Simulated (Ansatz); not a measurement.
Molecule: SiF3, charge 0, multiplicity 2. SMILES: F[Si](F)F
Structure (B3LYP-D3(BJ)/def2-TZVP (Ansatz, a first-principles code) minimum search):
```xyz
4

Si     0.2161     0.2098     0.2226
F     -0.7209    -0.7467     1.0769
F     -0.7144     1.1195    -0.6880
F      1.0991    -0.6990    -0.7351
```
Charge 0, spin multiplicity 2.

Wanted: enthalpy of formation at 298 K, in kcal/mol. Terms: no spin-orbit coupling; valence correlation only; dispersion terms only where a functional's name holds one; UHF or UKS for open shells; non-relativistic. CBS(X,Y): correlation extrapolated as X^-3; Hartree-Fock from the larger set. The bracket is a focal-point correction in the basis named. Ab initio and DFT rows: single points at B3LYP-D3(BJ) geometries (Ansatz), with unscaled harmonic terms from B3LYP/6-31G* at its own minima, enthalpies of formation by atomisation with measured atoms.

| species | coefficient | E at B3LYP/STO-3G (Ansatz), Eh | E at PBE/def2-TZVPD (Ansatz), Eh | H(298 K) - E, kcal/mol |
|---|---|---|---|---|
| F[Si](F)F | +1 | -581.28357 | -588.88661 | 8.54 |
| F atom | -3 | -98.26898 | -99.67049 | - |
| Si atom | -1 | -285.94209 | -289.22297 | - |

The atoms take no thermal term, since their enthalpies of formation at 0 K are used: the result is the sum of coefficient times E, plus the molecule's thermal term, plus number times (enthalpy of formation minus H(298) - H(0)) over the atoms. Measured values of the atoms (G2/97 table in ASE), kcal/mol:

```json
[
 {"atom": "F", "number": "3", "enthalpy of formation of the gas at 0 K": "18.47", "H(298) - H(0) of the element's standard state": "1.05"},
 {"atom": "Si", "number": "1", "enthalpy of formation of the gas at 0 K": "106.60", "H(298) - H(0) of the element's standard state": "0.76"}
]
```

Coupled cluster (Ansatz) is a level with limits of its own, used here on species with T1 under 0.025 (0.045 for open shells) and stable references: RI-MP2/CBS(cc-pV(T+d)Z,cc-pV(Q+d)Z)+[CCSD(T)-MP2]/cc-pV(T+d)Z. Value to compare with, RI-MP2/CBS(cc-pV(T+d)Z,cc-pV(Q+d)Z)+[CCSD(T)-MP2]/cc-pV(T+d)Z (Ansatz): -239.9 kcal/mol. 1 Eh = 627.5095 kcal/mol.

### Question
Work the quantity out at each level, and compare with RI-MP2/CBS(cc-pV(T+d)Z,cc-pV(Q+d)Z)+[CCSD(T)-MP2]/cc-pV(T+d)Z (Ansatz).

### Answer

- B3LYP/STO-3G: the sum of coefficient times E is -0.53454 Eh, or -335.43 kcal/mol; the thermal terms add 8.54; the atoms' measured terms add 158.10. Result: -168.8 kcal/mol. Its difference against RI-MP2/CBS(cc-pV(T+d)Z,cc-pV(Q+d)Z)+[CCSD(T)-MP2]/cc-pV(T+d)Z (Ansatz) is 71.1 kcal/mol.
- PBE/def2-TZVPD: the sum of coefficient times E is -0.65217 Eh, or -409.24 kcal/mol; the thermal terms add 8.54; the atoms' measured terms add 158.10. Result: -242.6 kcal/mol. Its difference against RI-MP2/CBS(cc-pV(T+d)Z,cc-pV(Q+d)Z)+[CCSD(T)-MP2]/cc-pV(T+d)Z (Ansatz) is -2.7 kcal/mol.
